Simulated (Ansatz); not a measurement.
Relaxation of C$_{6}$H$_{12}$ (18 atoms, charge 0, multiplicity 1), to a largest force component of 0.02 eV/Å in at most 40 steps.

The calculation used RKS B3LYP-D4/STO-3G (Ansatz 0.2.0).

```xyz
18
Properties=species:S:1:pos:R:3
C -0.959 0.937 -0.911
C 0.124 0.218 -0.239
C 1.458 0.664 -0.776
C 0.006 -1.312 -0.207
C -0.702 -1.171 1.174
C 0.027 0.202 1.314
H -1.964 0.674 -0.548
H -0.954 0.828 -2.011
H -0.910 2.076 -0.707
H 1.653 1.732 -0.560
H 1.562 0.483 -1.818
H 2.326 0.127 -0.256
H -0.771 -1.720 -0.986
H 0.839 -1.888 -0.169
H -0.426 -1.938 1.931
H -1.789 -1.042 1.191
H -0.538 1.018 1.782
H 0.981 0.124 1.847
```

Question: Where does it end, and by what steps?

Answer: It converged. Limits of this set-up: minimal basis. After 5 steps the energy has fallen by 0.994 eV; H16 moved furthest, 0.34 Å. The start is strongly strained (largest force component 8 eV/Å).

```
step  energy less start (eV)  largest force component (eV/Å)  accepted
   0                  0.0000                           8.271       yes
   1                 -0.9220                           1.102       yes
   2                 -0.9617                           0.400       yes
   3                 -0.9733                           0.422       yes
   4                 -0.9933                           0.032       yes
   5                 -0.9939                           0.007       yes
```

```xyz
18
Properties=species:S:1:pos:R:3
C -0.970 1.046 -0.973
C 0.131 0.231 -0.234
C 1.548 0.638 -0.728
C -0.164 -1.326 -0.235
C -0.605 -1.238 1.270
C -0.064 0.234 1.338
H -1.971 0.751 -0.623
H -0.915 0.872 -2.059
H -0.841 2.124 -0.788
H 1.729 1.708 -0.538
H 1.646 0.458 -1.810
H 2.322 0.056 -0.206
H -0.936 -1.663 -0.944
H 0.747 -1.929 -0.379
H -0.122 -1.956 1.951
H -1.697 -1.299 1.399
H -0.766 0.989 1.727
H 0.891 0.315 1.882
```

The run took 31 s on 1 thread of Arm Neoverse N1, on a shared host, peak memory 0.1 GiB.
